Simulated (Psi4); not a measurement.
**CF3 (trifluoromethyl radical): a chain of runs**

Aim: a geometry optimisation (doublet CF3, UB3LYP/STO-3G), then a single-point energy (singlet [CF3]+, B3LYP/STO-3G), then a structure relaxation (singlet [CF3]+, B3LYP/STO-3G), then a single-point energy (doublet CF3, UB3LYP/STO-3G) of CF3. 

The results are computed with Psi4 1.11.

### 1 The structure to begin with

CF3: 4 atoms, total charge 0, spin state doublet. SMILES: `F[C](F)F`. The shape is that of a PBE0-D4/def2-TZVP optimisation. The run starts from this shape.

Bond lengths: F1–C2 1.313 Å, C2–F3 1.313 Å, C2–F4 1.313 Å. Angles: F1–C2–F3 111.4°, F1–C2–F4 111.4°, F3–C2–F4 111.4°.

### 2 A geometry optimisation at UB3LYP/STO-3G (density fitting) (run 1)

The input, job.in:

```
memory 1600 MB

molecule m {
  0 2
  F     -1.227500     0.024900     0.265400
  C     -0.039500    -0.059500    -0.286700
  F      0.658900    -1.044900     0.227300
  F      0.608100     1.079500    -0.205900
}

set {
  basis STO-3G
  reference uks
}

result, w = optimize('b3lyp', return_wfn=True)
```

The run is started by

```sh
$ psi4 -n 1 job.in job.out
```

job.out:

```text
[...]
  Running in c1 symmetry.
[...]
  Nuclear repulsion =  124.596026532847389
[...]
  Multiplicity = 2
[...]
  Nalpha       = 17
  Nbeta        = 16
[...]
    Number of basis functions: 20
[...]
   @DF-UKS iter   1:  -332.67653853913032   -7.91443e-01   1.27691e-02 ADIIS/DIIS
[...]
   @DF-UKS iter   7:  -332.73859027008473   -1.59162e-12   4.34359e-09 DIIS
[...]
   @S^2 Observed:                7.515348697E-01
[...]
  @DF-UKS Final Energy:  -332.73859027008473
   => Energetics <=
    Nuclear Repulsion Energy =            118.1362426395854186
    One-Electron Energy =                -700.6372831768536571
    Two-Electron Energy =                 279.5780002086457898
    DFT Exchange-Correlation Energy =     -29.8155499414623435
    Empirical Dispersion Energy =           0.0000000000000000
    VV10 Nonlocal Energy =                  0.0000000000000000
    Total Energy =                       -332.7385902700847282
[...]
 Multipole Moments:
 ------------------------------------------------------------------------------------
     Multipole            Electronic (a.u.)      Nuclear  (a.u.)        Total (a.u.)
 ------------------------------------------------------------------------------------
 L = 1.  Multiply by 2.5417464519 to convert [e a0] to [Debye]
 Dipole X            :          0.0375856           -0.0284028            0.0091828
 Dipole Y            :          0.0567695           -0.0425427            0.0142268
 Dipole Z            :          0.2738185           -0.2053586            0.0684599
 Magnitude           :                                                    0.0705229
[...]
  -Total Gradient:
     Atom            X                  Y                   Z
    ------   -----------------  -----------------  -----------------
       1       -0.000096599693     0.000059573434     0.000058944444
       2       -0.000062880227     0.000024514559     0.000021481590
       3        0.000041968048     0.000068280794    -0.000037697018
       4       -0.000002462625     0.000003977229     0.000146042974
[...]
    Final optimized geometry and variables:
    Molecular point group: c1
    Full point group: C1
    Geometry (in Angstrom), charge = 0, multiplicity = 2:
    F           -1.296387822291     0.020288641066     0.251341557244
    C           -0.047667509766    -0.071398004942    -0.344646569195
    F            0.689925645200    -1.105742887658     0.211208694408
    F            0.636570503159     1.130551513555    -0.244860438728
    Psi4 run time: 0:00:05.66
[...]
```

On the terminal:

```text
Optimizer: Optimization complete!
```

It took 6.6 s on 1 thread of Intel Xeon 6975P-C (Granite Rapids), shared host; peak memory 0.27 GiB.

Steps, from the record of the run:

```
step  energy from the first frame kept (eV)  largest force (eV/Å)
   0                                 0.0000                4.7793
   1                                -0.4758                0.5983
   2                                -0.4876                0.0469
   3                                -0.4875                0.0075
```

After the run. Bond lengths: F1–C2 1.387 Å, C2–F3 1.387 Å, C2–F4 1.387 Å. Angles: F1–C2–F3 110.9°, F1–C2–F4 110.9°, F3–C2–F4 110.8°.

### 3 The singlet cation: the energy at B3LYP/STO-3G (density fitting) (run 2)

The input, run.py:

```python
import psi4

psi4.set_memory('1600 MB')
psi4.set_num_threads(1)
psi4.set_output_file('output.dat', False)

geom = psi4.geometry("""
1 1
F
C 1 1.38669
F 2 1.386682 1 110.85628
F 2 1.386659 3 110.80816 1 123.53549
""")

options = {'basis': 'STO-3G', 'reference': 'rks'}
psi4.set_options(options)

E, wfn = psi4.energy('B3LYP', return_wfn=True)
print('E =', round(E, 9))
for k, v in sorted(psi4.core.scalar_variables().items()):
    print(f'{k:45s} {v:18.10f}')
```

The run is started by

```sh
$ python run.py
```

output.dat:

```text
[...]
  Running in c1 symmetry.
[...]
  Nuclear repulsion =  118.136251504866721
[...]
  Multiplicity = 1
[...]
  Nalpha       = 16
  Nbeta        = 16
[...]
    Number of basis functions: 20
[...]
   @DF-RKS iter   1:  -332.32176783890787   -7.07520e-01   2.25792e-02 DIIS/ADIIS
[...]
   @DF-RKS iter   7:  -332.46023870242283   -1.23886e-08   2.61367e-07 DIIS
[...]
    Orbital Energies [Eh]
    ---------------------
    Doubly Occupied:
       1A    -24.931765     2A    -24.931550     3A    -24.931511
       4A    -10.643613     5A     -1.593179     6A     -1.519979
       7A     -1.519913     8A     -0.951535     9A     -0.828944
      10A     -0.828906    11A     -0.784468    12A     -0.666925
      13A     -0.666894    14A     -0.651885    15A     -0.651849
      16A     -0.643811
[...]
  @DF-RKS Final Energy:  -332.46023870242283
   => Energetics <=
    Nuclear Repulsion Energy =            118.1362515048667206
    One-Electron Energy =                -686.8169867230731143
    Two-Electron Energy =                 265.3587527776299453
    DFT Exchange-Correlation Energy =     -29.1382562618464362
    Empirical Dispersion Energy =           0.0000000000000000
    VV10 Nonlocal Energy =                  0.0000000000000000
    Total Energy =                       -332.4602387024228278
[...]
 Multipole Moments:
 ------------------------------------------------------------------------------------
     Multipole            Electronic (a.u.)      Nuclear  (a.u.)        Total (a.u.)
 ------------------------------------------------------------------------------------
 L = 1.  Multiply by 2.5417464519 to convert [e a0] to [Debye]
 Dipole X            :          0.0995269            0.1772729            0.2767998
 Dipole Y            :          0.0535245            0.0952530            0.1487775
 Dipole Z            :          0.0365911            0.0654974            0.1020885
 Magnitude           :                                                    0.3304163
[...]
```

On the terminal:

```text
E = -332.460238702
CURRENT ENERGY                                   -332.4602387024
CURRENT REFERENCE ENERGY                         -332.4602387024
DD SOLVATION ENERGY                                 0.0000000000
DFT FUNCTIONAL TOTAL ENERGY                      -332.4602387024
DFT TOTAL ENERGY                                 -332.4602387024
DFT VV10 ENERGY                                     0.0000000000
DFT XC ENERGY                                     -29.1382562618
GRID ELECTRONS ALPHA                               15.9999926622
GRID ELECTRONS BETA                                15.9999926622
GRID ELECTRONS TOTAL                               31.9999853243
NUCLEAR REPULSION ENERGY                          118.1362515049
ONE-ELECTRON ENERGY                              -686.8169867231
PCM POLARIZATION ENERGY                             0.0000000000
PE ENERGY                                           0.0000000000
SCF ITERATION ENERGY                             -332.4602387024
SCF ITERATIONS                                      7.0000000000
SCF TOTAL ENERGY                                 -332.4602387024
TWO-ELECTRON ENERGY                               265.3587527776
XC GRID RADIAL POINTS                              75.0000000000
XC GRID SPHERICAL POINTS                          302.0000000000
XC GRID TOTAL POINTS                            85302.0000000000
```

Run time: 2.1 s. Hardware: 1 thread of Intel Xeon 6975P-C (Granite Rapids), shared host; peak memory 0.24 GiB.

### 4 The singlet cation: a structure relaxation at B3LYP/STO-3G (density fitting) (run 3)

The input, job.py:

```python
import psi4

psi4.set_memory('1600 MB')
psi4.set_num_threads(1)
psi4.core.set_output_file('cf3.out', False)

geom = psi4.geometry("""
1 1
F     -1.292381     0.026324     0.280450
C     -0.043661    -0.065363    -0.315538
F      0.693932    -1.099708     0.240317
F      0.640577     1.136587    -0.215752
symmetry c1
""")

psi4.set_options(dict(basis='STO-3G'))

energy_value, wavefunction = psi4.optimize("b3lyp", return_wfn=True)
print(f'total energy {energy_value:.8f} hartree = {energy_value * 27.211386:.5f} eV')
geom.save_xyz_file('final.xyz', False)
```

The run is started by

```sh
$ python job.py
```

cf3.out:

```text
[...]
  Running in c1 symmetry.
[...]
  Nuclear repulsion =  118.136241390242930
[...]
  Multiplicity = 1
[...]
  Nalpha       = 16
  Nbeta        = 16
[...]
    Number of basis functions: 20
[...]
   @DF-RKS iter   1:  -332.32176775064067   -7.07521e-01   2.25792e-02 ADIIS/DIIS
[...]
   @DF-RKS iter   6:  -332.51091747624235    0.00000e+00   1.15207e-09 DIIS
[...]
  @DF-RKS Final Energy:  -332.51091747624235
   => Energetics <=
    Nuclear Repulsion Energy =            120.7312092870112537
    One-Electron Energy =                -691.3502196510437443
    Two-Electron Energy =                 267.2904488948413473
    DFT Exchange-Correlation Energy =     -29.1823560070511547
    Empirical Dispersion Energy =           0.0000000000000000
    VV10 Nonlocal Energy =                  0.0000000000000000
    Total Energy =                       -332.5109174762423550
[...]
 Multipole Moments:
 ------------------------------------------------------------------------------------
     Multipole            Electronic (a.u.)      Nuclear  (a.u.)        Total (a.u.)
 ------------------------------------------------------------------------------------
 L = 1.  Multiply by 2.5417464519 to convert [e a0] to [Debye]
 Dipole X            :          0.0000706            0.0000314            0.0001020
 Dipole Y            :         -0.0000309           -0.0000363           -0.0000672
 Dipole Z            :          0.0000078            0.0000192            0.0000270
 Magnitude           :                                                    0.0001250
[...]
  -Total Gradient:
     Atom            X                  Y                   Z
    ------   -----------------  -----------------  -----------------
       1       -0.000092770929    -0.000109684356     0.000032512812
       2       -0.000011165718     0.000100451283    -0.000010700360
       3        0.000047189897    -0.000079348062     0.000007089394
       4       -0.000081535755    -0.000189825859     0.000047785563
[...]
    Final optimized geometry and variables:
    Molecular point group: c1
    Full point group: C1
    Geometry (in Angstrom), charge = 1, multiplicity = 1:
    F           -1.312679114015     0.005492165655     0.179608505903
    C            0.000052717117    -0.000060839767     0.000032215099
    F            0.683308750714    -1.126831868524     0.139389710592
    F            0.629337065481     1.121378131215    -0.319018564583
[...]
```

On the terminal:

```text
Some dependencies such as QCElemental have not yet finished migration to pydantic v2. If issues are encountered please downgrade pydantic or upgrade QCElemental as appropriate
	Change in internal coordinate of 5.95e-01 exceeds limit of 5.00e-01.
	Skipping Hessian update for step 1.
	Change in internal coordinate of 5.58e-01 exceeds limit of 5.00e-01.
	Skipping Hessian update for step 2.
	Change in internal coordinate of 8.24e-01 exceeds limit of 5.00e-01.
	Skipping Hessian update for step 1.
	Change in internal coordinate of 6.28e-01 exceeds limit of 5.00e-01.
	Skipping Hessian update for step 2.
	Change in internal coordinate of 8.94e-01 exceeds limit of 5.00e-01.
	Skipping Hessian update for step 1.
	Previous geometry is closer to target in internal coordinates, so using that one.

	Best geometry has RMS(Delta(q)) = 4.02e-07

	Change in internal coordinate of 6.26e-01 exceeds limit of 5.00e-01.
	Skipping Hessian update for step 2.
	Change in internal coordinate of 8.92e-01 exceeds limit of 5.00e-01.
	Skipping Hessian update for step 1.
	Previous geometry is closer to target in internal coordinates, so using that one.

	Best geometry has RMS(Delta(q)) = 2.45e-07

Optimizer: Optimization complete!
total energy -332.51091748 hartree = -9048.08292 eV
```

It took 7.5 s on 1 thread of Intel Xeon 6975P-C (Granite Rapids), shared host; peak memory 0.27 GiB.

The path in brief:

```
step  energy from the first frame kept (eV)  largest force (eV/Å)
   0                                 0.0000                6.9839
   1                                -0.7958                4.2577
   2                                -1.2552                1.7543
   3                                -1.3723                0.4220
   4                                -1.3782                0.1273
   5                                -1.3785                0.0255
   6                                -1.3790                0.0109
```

After the run. Bond lengths: F1–C2 1.325 Å, C2–F3 1.325 Å, C2–F4 1.325 Å. Angles: F1–C2–F3 120.0°, F1–C2–F4 120.0°, F3–C2–F4 120.0°.

### 5 A single-point energy at UB3LYP/STO-3G (density fitting) (run 4)

The input, cf3.dat:

```
memory 1600 MB

molecule m {
  0 2
  F
  C 1 R2
  F 2 R3 1 A3
  F 2 R4 1 A4 3 D4

  R2 = 1.324969
  R3 = 1.325093
  A3 = 120.01168
  R4 = 1.324922
  A4 = 119.97771
  D4 = 179.99523
  units angstrom
  symmetry c1
}

set basis STO-3G
set reference uks

e = energy("b3lyp")
```

The run is started by

```sh
$ psi4 -i cf3.dat -o cf3.out -n 1
```

cf3.out:

```text
[...]
  Running in c1 symmetry.
[...]
  Nuclear repulsion =  120.731215608170700
[...]
  Multiplicity = 2
[...]
  Nalpha       = 17
  Nbeta        = 16
[...]
    Number of basis functions: 20
[...]
   @DF-UKS iter   1:  -332.66623507387391   -8.32178e-01   1.14295e-02 DIIS/ADIIS
[...]
   @DF-UKS iter   7:  -332.70275232752800   -6.21128e-10   7.75103e-07 DIIS
[...]
   @S^2 Observed:                7.517874368E-01
[...]
    Orbital Energies [Eh]
    ---------------------
    Alpha Occupied:
       1A    -24.442599     2A    -24.442475     3A    -24.442458
       4A    -10.111273     5A     -1.202771     6A     -1.133961
       7A     -1.133943     8A     -0.549701     9A     -0.439873
      10A     -0.439858    11A     -0.425367    12A     -0.277253
      13A     -0.277239    14A     -0.268533    15A     -0.268502
      16A     -0.249976    17A     -0.024671
    Alpha Virtual:
      18A      0.231344    19A      0.440240    20A      0.440344
    Beta Occupied:
[...]
  @DF-UKS Final Energy:  -332.70275232752800
   => Energetics <=
    Nuclear Repulsion Energy =            120.7312156081707002
    One-Electron Energy =                -705.4563075474866309
    Two-Electron Energy =                 281.8763040173038803
    DFT Exchange-Correlation Energy =     -29.8539644055159883
    Empirical Dispersion Energy =           0.0000000000000000
    VV10 Nonlocal Energy =                  0.0000000000000000
    Total Energy =                       -332.7027523275280032
[...]
 Multipole Moments:
 ------------------------------------------------------------------------------------
     Multipole            Electronic (a.u.)      Nuclear  (a.u.)        Total (a.u.)
 ------------------------------------------------------------------------------------
 L = 1.  Multiply by 2.5417464519 to convert [e a0] to [Debye]
 Dipole X            :          0.0000501           -0.0000157            0.0000344
 Dipole Y            :          0.0000013           -0.0000401           -0.0000389
 Dipole Z            :          0.0000437            0.0000286            0.0000723
 Magnitude           :                                                    0.0000890
[...]
```

Wall time 2.3 s (1 thread of Intel Xeon 6975P-C (Granite Rapids), shared host); peak memory 0.24 GiB.

### 6 What came out

| quantity | value |
| --- | --- |
| run 1, UB3LYP/STO-3G: total energy at the end | -332.73859 Eh |
| run 1, UB3LYP/STO-3G: dipole moment | 0.18 D |
| run 1, UB3LYP/STO-3G: HOMO energy (highest over α and β) | -3.11 eV |
| run 1, UB3LYP/STO-3G: LUMO energy (lowest over α and β) | 0.96 eV |
| run 1, UB3LYP/STO-3G: ⟨S²⟩ | 0.752 |
| singlet cation, run 2: total energy | -332.46024 Eh |
| singlet cation, run 2: HOMO energy | -17.52 eV |
| singlet cation, run 2: LUMO energy | -11.95 eV |
| singlet cation, run 2: HOMO–LUMO gap | 5.57 eV |
| singlet cation, run 3: total energy at the end | -332.51092 Eh |
| singlet cation, run 3: HOMO energy | -17.96 eV |
| singlet cation, run 3: LUMO energy | -9.68 eV |
| singlet cation, run 3: HOMO–LUMO gap | 8.28 eV |
| run 4, UB3LYP/STO-3G: total energy | -332.70275 Eh |
| run 4, UB3LYP/STO-3G: dipole moment | 0.00 D |
| run 4, UB3LYP/STO-3G: HOMO energy (highest over α and β) | -0.67 eV |
| run 4, UB3LYP/STO-3G: LUMO energy (lowest over α and β) | 3.45 eV |
| adiabatic ionisation energy (to the singlet cation, no zero-point term) | 6.195 eV |

The adiabatic ionisation energy (to the singlet cation, no zero-point term) is 6.20 eV (598 kJ/mol). In a minimal basis such a difference can be off by several eV, whatever the method. The optimisation (run 1, UB3LYP/STO-3G) took 4 steps and changed the energy by -0.487 eV. The optimisation (singlet cation, run 3) took 7 steps and changed the energy by -1.379 eV.
